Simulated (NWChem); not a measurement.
# C4H6S (2,3-dihydrothiophene) at 6 levels

We compute a comparison of 6 runs (HF/STO-3G, HF/3-21G, HF/def2-SVP, B3LYP/6-31G*, MP2/def2-SVP, CCSD/def2-SVP) of C4H6S (2,3-dihydrothiophene). 

The results are computed with NWChem 7.3.0.

## (1) Starting point

C4H6S has 11 atoms, charge 0, and is taken as a singlet. As SMILES, `C1=CSCC1`. The coordinates come from a PBE0-D4/def2-TZVP relaxation. This is one conformer, not always the lowest.

Bond lengths: C1–C2 1.329 Å, C2–S3 1.749 Å, S3–C4 1.823 Å, C1–C5 1.500 Å, C4–C5 1.528 Å, C1–H6 1.083 Å, C2–H7 1.082 Å, C4–H8 1.089 Å, C4–H9 1.092 Å, C5–H10 1.099 Å, C5–H11 1.093 Å. Some angles: C1–C2–S3 115.0°, C2–C1–C5 114.2°, C2–S3–C4 90.3°, S3–C4–C5 106.7°, C1–C5–C4 106.3°, C1–C2–H7 126.2°, S3–C2–H7 118.7°, C2–C1–H6 123.2°, C5–C1–H6 122.4°, S3–C4–H8 109.2°.

## (2) Energy and gradient at HF/STO-3G (run 1)

Input file mymol.xyz:

```xyz
11

C      0.280500     1.058200    -0.374100
C      1.266700     0.759000     0.465700
S      1.220700    -0.865500     1.112000
C     -0.478300    -1.076400     0.485100
C     -0.649000    -0.083500    -0.663200
H      0.197200     2.015800    -0.873100
H      2.082600     1.409500     0.751800
H     -0.623300    -2.113100     0.183800
H     -1.164400    -0.846900     1.303500
H     -0.374400    -0.543900    -1.622300
H     -1.692700     0.229900    -0.748800
```

Input file run.py:

```python
from ase.io import read
from ase.calculators.nwchem import NWChem

mol = read('mymol.xyz')

calc = NWChem(
    label='mymol',
    theory='scf',
    memory='2200 mb',
    basis='STO-3G',
    basispar='spherical bse',
    scf={'nopen': '0', 'rhf': None, 'thresh': '1e-08', 'maxiter': '80'},
)
mol.calc = calc

forces = mol.get_forces()
e = mol.get_potential_energy()
print(f"E = {e:.6f} eV")
print("forces (eV/A):")
for s, f in zip(mol.symbols, forces):
    print(f"{s:2s} {f[0]:10.5f} {f[1]:10.5f} {f[2]:10.5f}")
print("dipole (e A):", mol.get_dipole_moment().round(4))
```

Run with:

```
$ export ASE_NWCHEM_COMMAND="nwchem PREFIX.nwi > PREFIX.nwo"
$ python run.py
```

The log of the run:

```text
E = -14864.944496 eV
forces (eV/A):
C     2.09355    0.70613    1.07945
C    -0.97080    0.52620   -1.01060
S    -0.23829   -0.38798    0.18245
C     0.79205   -0.70052    0.94149
C    -1.16378   -0.21345   -1.05719
H    -0.15447   -0.13719   -0.01316
H    -0.10562    0.10819   -0.07292
H    -0.19072    0.16686   -0.02515
H    -0.11786   -0.12964   -0.29784
H    -0.13390    0.06273    0.28164
H     0.18985   -0.00134   -0.00818
dipole (e A): [-0.1177  0.0369 -0.0772]
```

The calculator wrote mymol.nwi:

```
title "mymol"

permanent_dir mymol

scratch_dir mymol

start mymol

geometry units angstrom nocenter noautosym noautoz
  C  2.8050000000000003e-01 1.0582000000000000e+00 -3.7409999999999999e-01
  C  1.2666999999999999e+00 7.5900000000000001e-01 4.6570000000000000e-01
  S  1.2206999999999999e+00 -8.6550000000000005e-01 1.1120000000000001e+00
  C  -4.7830000000000000e-01 -1.0764000000000000e+00 4.8509999999999998e-01
  C  -6.4900000000000002e-01 -8.3500000000000005e-02 -6.6320000000000001e-01
  H  1.9719999999999999e-01 2.0158000000000000e+00 -8.7309999999999999e-01
  H  2.0825999999999998e+00 1.4095000000000000e+00 7.5180000000000002e-01
  H  -6.2329999999999997e-01 -2.1131000000000002e+00 1.8379999999999999e-01
  H  -1.1644000000000001e+00 -8.4689999999999999e-01 1.3035000000000001e+00
  H  -3.7440000000000001e-01 -5.4390000000000005e-01 -1.6223000000000001e+00
  H  -1.6927000000000001e+00 2.2989999999999999e-01 -7.4880000000000002e-01
end

memory 2200 mb

basis spherical bse noprint
   * library STO-3G
end

scf
  nopen 0
  rhf
  thresh 1e-08
  maxiter 80
end

task scf gradient
```

mymol.nwo:

```text
Northwest Computational Chemistry Package (NWChem) 7.3.0
             --------------------------------------------------------

           Job information
           ---------------

    nwchem branch   = 7.3.0
    use scalapack   = T
    input           = mymol.nwi
    prefix          = mymol.
    data base       = mymol/mymol.db
    status          = startup
    nproc           =        1

           Memory information
           ------------------

[... 5 lines left out ...]
    hardfail = no
[... 140 lines left out ...]
         Quadratically convergent ROHF
[... 15 lines left out ...]
       Final RHF  results
[... 4 lines left out ...]
      Two-electron energy =    423.018018747006
[... 42 lines left out ...]
                       ROHF Final Molecular Orbital Analysis
[... 240 lines left out ...]
                 ----------------------------------------
                 |  Time  |  1-e(secs)   |  2-e(secs)   |
                 ----------------------------------------
                 |  CPU   |       0.00   |       0.57   |
                 ----------------------------------------
                 |  WALL  |       0.00   |       0.57   |
                 ----------------------------------------

 Task  times  cpu:        5.6s     wall:        5.6s
 Total times  cpu:        5.6s     wall:        5.6s
```

Run time: 7.2 s. Hardware: 1 thread of Intel Xeon Platinum 8259CL at 2.50GHz (Skylake/Cascade Lake), shared host; peak memory 0.1 GiB.

## (3) Energy and forces at HF/3-21G (run 2)

Input file run.py:

```python
from ase import Atoms
from ase.calculators.nwchem import NWChem

system = Atoms(['C', 'C', 'S', 'C', 'C', 'H', 'H', 'H', 'H', 'H', 'H'], positions=[
    [0.280500, 1.058200, -0.374100],
    [1.266700, 0.759000, 0.465700],
    [1.220700, -0.865500, 1.112000],
    [-0.478300, -1.076400, 0.485100],
    [-0.649000, -0.083500, -0.663200],
    [0.197200, 2.015800, -0.873100],
    [2.082600, 1.409500, 0.751800],
    [-0.623300, -2.113100, 0.183800],
    [-1.164400, -0.846900, 1.303500],
    [-0.374400, -0.543900, -1.622300],
    [-1.692700, 0.229900, -0.748800],
])

calc = NWChem(
    label='nw',
    theory='scf',
    memory='2200 mb',
    basis='3-21G',
    basispar='spherical bse',
    scf={'nopen': '0', 'rhf': None, 'thresh': '1e-08', 'maxiter': '80'},
)
system.calc = calc

forces = system.get_forces()
print("Total energy (eV):", round(system.get_potential_energy(), 6))
print("forces (eV/A):")
for s, f in zip(system.symbols, forces):
    print(f"{s:2s} {f[0]:10.5f} {f[1]:10.5f} {f[2]:10.5f}")
print("dipole (e A):", system.get_dipole_moment().round(4))
```

Run with:

```
$ export ASE_NWCHEM_COMMAND="nwchem PREFIX.nwi > PREFIX.nwo"
$ python run.py
```

The log of the run:

```text
Total energy (eV): -14956.342315
forces (eV/A):
C     1.14327    0.66550    0.40675
C    -0.10572    2.35837   -1.10563
S     1.42933   -1.69816    1.31579
C    -1.75946   -1.00448    0.13483
C    -0.82337   -0.08238   -0.93382
H    -0.01208   -0.43956    0.23284
H    -0.48213   -0.23448   -0.19124
H     0.05692    0.42110    0.05944
H     0.25870   -0.04685   -0.37343
H    -0.04499    0.12537    0.36577
H     0.33949   -0.06448    0.08870
dipole (e A): [-0.3123  0.1776 -0.2377]
```

The calculator wrote nw.nwi:

```
title "nw"

permanent_dir nw

scratch_dir nw

start nw

geometry units angstrom nocenter noautosym noautoz
  C  2.8050000000000003e-01 1.0582000000000000e+00 -3.7409999999999999e-01
  C  1.2666999999999999e+00 7.5900000000000001e-01 4.6570000000000000e-01
  S  1.2206999999999999e+00 -8.6550000000000005e-01 1.1120000000000001e+00
  C  -4.7830000000000000e-01 -1.0764000000000000e+00 4.8509999999999998e-01
  C  -6.4900000000000002e-01 -8.3500000000000005e-02 -6.6320000000000001e-01
  H  1.9719999999999999e-01 2.0158000000000000e+00 -8.7309999999999999e-01
  H  2.0825999999999998e+00 1.4095000000000000e+00 7.5180000000000002e-01
  H  -6.2329999999999997e-01 -2.1131000000000002e+00 1.8379999999999999e-01
  H  -1.1644000000000001e+00 -8.4689999999999999e-01 1.3035000000000001e+00
  H  -3.7440000000000001e-01 -5.4390000000000005e-01 -1.6223000000000001e+00
  H  -1.6927000000000001e+00 2.2989999999999999e-01 -7.4880000000000002e-01
end

memory 2200 mb

basis spherical bse noprint
   * library 3-21G
end

scf
  nopen 0
  rhf
  thresh 1e-08
  maxiter 80
end

task scf gradient
```

nw.nwo:

```text
Northwest Computational Chemistry Package (NWChem) 7.3.0
             --------------------------------------------------------

           Job information
           ---------------

    nwchem branch   = 7.3.0
    use scalapack   = T
    input           = nw.nwi
    prefix          = nw.
    data base       = nw/nw.db
    status          = startup
    nproc           =        1

           Memory information
           ------------------

[... 5 lines left out ...]
    hardfail = no
[... 140 lines left out ...]
         Quadratically convergent ROHF
[... 14 lines left out ...]
       Final RHF  results
[... 4 lines left out ...]
      Two-electron energy =    419.766844842740
[... 42 lines left out ...]
                       ROHF Final Molecular Orbital Analysis
[... 251 lines left out ...]
                 ----------------------------------------
                 |  Time  |  1-e(secs)   |  2-e(secs)   |
                 ----------------------------------------
                 |  CPU   |       0.01   |       0.73   |
                 ----------------------------------------
                 |  WALL  |       0.01   |       0.73   |
                 ----------------------------------------

 Task  times  cpu:        6.2s     wall:        6.2s
 Total times  cpu:        6.2s     wall:        6.2s
```

Wall time 7.8 s (1 thread of Intel Xeon Platinum 8259CL at 2.50GHz (Skylake/Cascade Lake), shared host); peak memory 0.099 GiB.

Runs 3 to 5 aren't shown in full; the table further down has their settings and results.

## (4) The energy at CCSD/def2-SVP (run 6)

Input file geom.xyz:

```xyz
11

C      0.280500     1.058200    -0.374100
C      1.266700     0.759000     0.465700
S      1.220700    -0.865500     1.112000
C     -0.478300    -1.076400     0.485100
C     -0.649000    -0.083500    -0.663200
H      0.197200     2.015800    -0.873100
H      2.082600     1.409500     0.751800
H     -0.623300    -2.113100     0.183800
H     -1.164400    -0.846900     1.303500
H     -0.374400    -0.543900    -1.622300
H     -1.692700     0.229900    -0.748800
```

Input file geom.nw:

```
start geom
memory stack 880 mb heap 220 mb global 1100 mb

geometry units angstroms noautosym nocenter noautoz
load geom.xyz
end

basis spherical bse
C library def2-SVP
S library def2-SVP
H library def2-SVP
end

scf
nopen 0
rhf
thresh 1e-08
maxiter 80
end

ccsd
freeze core 9
maxiter 60
end

task ccsd
```

Run with:

```
$ nwchem geom.nw > geom.out
```

The log of the run:

```text
[...]
  functions       =   104
[...]
  wavefunction    = RHF
[...]
         Total SCF energy =   -552.228858177026
      One-electron energy =  -1190.872958767866
      Two-electron energy =    420.482089082238
 Nuclear repulsion energy =    218.162011508602
        Time for solution =     30.1s
[...]
 Total MP2 energy:           -552.900625722676637
[...]
             energy      energy      error      ampl     ampl      Block
                                                time     time      time
[...]
 Total CCSD energy:           -552.951588344646893
[...]
```

Run time: 5 min. Hardware: 1 thread of Intel Xeon Platinum 8259CL at 2.50GHz (Skylake/Cascade Lake), shared host; peak memory 0.31 GiB.

## (5) Overview of the runs

```
run                               level  Cartesian functions  iteration cap  energy (Eh)  dipole moment (D)  HOMO energy (eV)  LUMO energy (eV)  wall time
  1                           HF/STO-3G                   no             80  -546.276639               0.70             -5.94              8.80      7.2 s
  2                            HF/3-21G                   no             80  -549.635447               2.07             -8.25              4.72      7.8 s
  3                         HF/def2-SVP                   no             80  -552.228858               1.70             -8.19              4.40       36 s
  4  B3LYP/6-31G* (Cartesian functions)                  yes            100  -554.203134               1.66             -5.41              0.51       45 s
  5                        MP2/def2-SVP                   no             80  -552.900626               1.43             -8.19              4.40       77 s
  6                       CCSD/def2-SVP                   no             80  -552.951588                  –             -8.19              4.40      5 min
```

## (6) Outcome

```
                                          quantity          value
                               run 6: total energy  -552.95159 Eh
        run 6: HOMO energy (Hartree–Fock orbitals)       -8.19 eV
        run 6: LUMO energy (Hartree–Fock orbitals)        4.40 eV
      run 6: HOMO–LUMO gap (Hartree–Fock orbitals)       12.59 eV
run 6: correlation energy (9 core orbitals frozen)     -722.7 mEh
```

Below the HF energy at the same shape and in the same basis (def2-SVP): MP2 -671.8 mEh; CCSD -722.7 mEh. Over runs 1, 2, 3, 4, 5 the dipole moment (its size) runs from 0.70 D (HF/STO-3G) to 2.07 D (HF/3-21G). Over runs 1, 2, 3, 4 the HOMO–LUMO gap runs from 5.92 eV (B3LYP/6-31G*) to 14.74 eV (HF/STO-3G). The two ends differ in method and basis. In run 1 the basis is minimal, so the values are rough. All runs together took 7.9 min, the longest 5 min.
